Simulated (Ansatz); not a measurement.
What does this script print? It uses Ansatz 0.2.0 through its Python package.

Script `deck_c5h7cl.py`:
```python
'''Run C5H7Cl from an input written out key by key.'''

import ansatz as az
import numpy as np

DECK = '''
crystal:
  periodic: [false, false, false]
  atoms:
    - { symbol: Cl, position_ang: [-2.5018, 0.78, 0.3647] }
    - { symbol: C, position_ang: [-1.1166, 0.0192, 1.0942] }
    - { symbol: C, position_ang: [-0.2261, -0.8532, 0.2731] }
    - { symbol: C, position_ang: [0.2592, -0.5714, -1.0972] }
    - { symbol: C, position_ang: [0.7591, 0.8048, -0.6113] }
    - { symbol: C, position_ang: [0.2589, 0.4819, 0.7445] }
    - { symbol: H, position_ang: [-1.3274, -0.2652, 2.1165] }
    - { symbol: H, position_ang: [0.2176, -1.7406, 0.7034] }
    - { symbol: H, position_ang: [-0.5234, -0.5251, -1.8614] }
    - { symbol: H, position_ang: [1.0521, -1.2384, -1.4517] }
    - { symbol: H, position_ang: [0.2702, 1.6594, -1.09] }
    - { symbol: H, position_ang: [1.8435, 0.9402, -0.6823] }
    - { symbol: H, position_ang: [1.0346, 0.5085, 1.4976] }
basis:
  gaussian:
    orbitals: def2-SVP
    point_charges: [{ charge: 1.0, position_ang: [0.0, 0.0, 5.62] }]
hamiltonian:
  xc: pbe
output:
  forces: true
'''


def main() -> None:
    session = az.Session.from_yaml(DECK)
    r = session.plan(threads=1).execute().report

    print('reference energy %16.6f eV' % r['reference_energy_ev'])
    print('total energy     %16.6f eV' % r['free_energy_ev'])
    print('occupied orbitals outside the frozen core (up, down):', r['n_occupied'], ' frozen:', r['n_frozen'], ' virtual:', r['n_virtual'])
    symbols = ['Cl', 'C', 'C', 'C', 'C', 'C', 'H', 'H', 'H', 'H', 'H', 'H', 'H']

    forces = np.array(r['forces_ev_ang'])
    print('largest force', round(float(np.linalg.norm(forces, axis=1).max()), 4), 'eV/A, rms', round(float(np.sqrt((forces ** 2).mean())), 4))
    charges = r['charge_distribution']
    print('dipole moment', round(4.803205 * float(np.linalg.norm(charges['dipole_moment_e_ang'])), 3), 'D')
    print('Mulliken:', [(s, round(q, 3)) for s, q in zip(symbols, charges['mulliken_charges_e'])])


if __name__ == '__main__':
    main()
```

```console
$ python deck_c5h7cl.py
reference energy    -17799.336452 eV
total energy        -17799.336452 eV
occupied orbitals outside the frozen core (up, down): [27, 27]  frozen: 0  virtual: [96, 96]
largest force 3.0664 eV/A, rms 1.0015
dipole moment 2.159 D
Mulliken: [('Cl', -0.076), ('C', -0.023), ('C', -0.053), ('C', 0.058), ('C', 0.055), ('C', -0.059), ('H', -0.011), ('H', 0.001), ('H', 0.04), ('H', 0.037), ('H', 0.037), ('H', 0.033), ('H', -0.038)]
```

Notes:
- These settings explore the input space; basis and method may be short of convergence.
- The geometry is a force-field or estimated start, not a minimum of this method, and the basis set is short of its limit.
- Timing: 4.4 s on 1 thread of Arm Neoverse V2, with other jobs on the host, peak memory 0.22 GiB.

(Lines on the test bed's own set-up are left out of the output.)
